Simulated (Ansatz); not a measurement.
# C2H2O2S: how energies converge with the basis set

One table from this session's results is given with a row withheld; the runs are named, their logs left out.

Program: Ansatz 0.2.0, Gaussian basis. Level of theory: one geometry, several basis sets. These are calculated values, not measurements.

Levels to be run: PBE0-D4/def2-SVP; ωB97M-V/def2-SVP; PBE0-D4/def2-QZVPP; ωB97M-V/def2-QZVPP; the functionals' def2-TZVPP values are taken from earlier runs.

## Structure used throughout

The geometry comes from an earlier relaxation with PBE0-D4 in a triple-zeta def2 set; it is a stationary point, not always the lowest conformer.

7 atoms, charge 0, spin multiplicity 1.

Atoms are counted from 1 here; the program's logs count them from 0.

Bond lengths: O1–C2 1.186 Å, C2–O3 1.369 Å, C2–H6 1.097 Å, O3–C4 1.358 Å, C4–S5 1.598 Å, C4–H7 1.088 Å. Angles: O1–C2–O3 125.8°, O1–C2–H6 126.2°, O3–C2–H6 108.0°, C2–O3–C4 118.2°, O3–C4–S5 122.0°, O3–C4–H7 112.9°, S5–C4–H7 125.1°.

Set-up of the first run:

Input file in.yaml:

```yaml
crystal:
  periodic: [false, false, false]
  atoms:
    - {symbol: O, position_ang: [-0.490072, -1.492296, 0.808063]}
    - {symbol: C, position_ang: [0.476068, -0.804079, 0.792091]}
    - {symbol: O, position_ang: [0.634257, 0.337261, 0.053100]}
    - {symbol: C, position_ang: [-0.394558, 0.736006, -0.738706]}
    - {symbol: S, position_ang: [-0.308357, 2.052288, -1.640083]}
    - {symbol: H, position_ang: [1.397848, -0.967530, 1.363817]}
    - {symbol: H, position_ang: [-1.253887, 0.070449, -0.683982]}
basis:
  gaussian: {orbitals: def2-SVP}
hamiltonian: {xc: pbe0, dispersion: d4}
output: {orbitals: {seedname: orbitals}}
```

Started as:

```bash
$ ansatz run in.yaml --threads 2 --pin off --events-out ev --progress --plain --max-ram 4352MiB
```

Steps of the session up to this table: PBE0-D4 in def2-SVP; ωB97M-V in def2-SVP; PBE0-D4 in def2-QZVPP; ωB97M-V in def2-QZVPP.

One of the session's tables, all rows but one given; the rest of the session is left out.

It belongs to the step «Functionals by basis». 

| functional | basis | HOMO (eV) | LUMO (eV) |
| --- | --- | --- | --- |
| PBE0-D4 | def2-SVP | -7.00 | -2.39 |
| PBE0-D4 | def2-TZVPP | ? | ? |
| PBE0-D4 | def2-QZVPP | -7.18 | -2.62 |
| ωB97M-V | def2-SVP | -9.16 | -0.08 |
| ωB97M-V | def2-TZVPP | -9.34 | -0.35 |
| ωB97M-V | def2-QZVPP | -9.39 | -0.43 |

Q: Estimate the row for PBE0-D4, def2-TZVPP from the others.

**Answer.** HOMO (eV): -7.15; LUMO (eV): -2.56. In the column «HOMO (eV)» it lies between PBE0-D4, def2-QZVPP (-7.18) and PBE0-D4, def2-SVP (-7.00).
